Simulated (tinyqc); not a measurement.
RHF in the sto-6g basis, for OH-, spin multiplicity 1, step by step. The basis has no diffuse functions, so it cannot describe the extra electron: this is an exercise in the method, not the real anion. One step of it, computed by the program tinyqc.

Question. Orthogonalisation. S = U s U^T; symmetric (Loewdin) form X = U s^(-1/2) U^T, so that X^T S X = 1.

overlap S, lower triangle:
```
,1O 1s,1O 2s,1O 2px,1O 2py,1O 2pz,2H 1s
1O 1s,1.000000
1O 2s,0.231145,1.000000
1O 2px,0.000000,0.000000,1.000000
1O 2py,0.000000,0.000000,0.000000,1.000000
1O 2pz,0.000000,0.000000,0.000000,0.000000,1.000000
2H 1s,0.023818,0.273132,0.000000,0.000000,0.256432,1.000000
```

Give: eigenvalues of S; X.

Answer.

eigenvalues of S: 0.5928  0.8477  1.0000  1.0000  1.1327  1.4267

X, lower triangle:
```
,1O 1s,1O 2s,1O 2px,1O 2py,1O 2pz,2H 1s
1O 1s,1.0213
1O 2s,-0.1232,1.0536
1O 2px,0.0000,0.0000,1.0000
1O 2py,0.0000,0.0000,0.0000,1.0000
1O 2pz,-0.0033,0.0300,0.0000,0.0000,1.0275
2H 1s,0.0140,-0.1531,0.0000,0.0000,-0.1410,1.0592
```
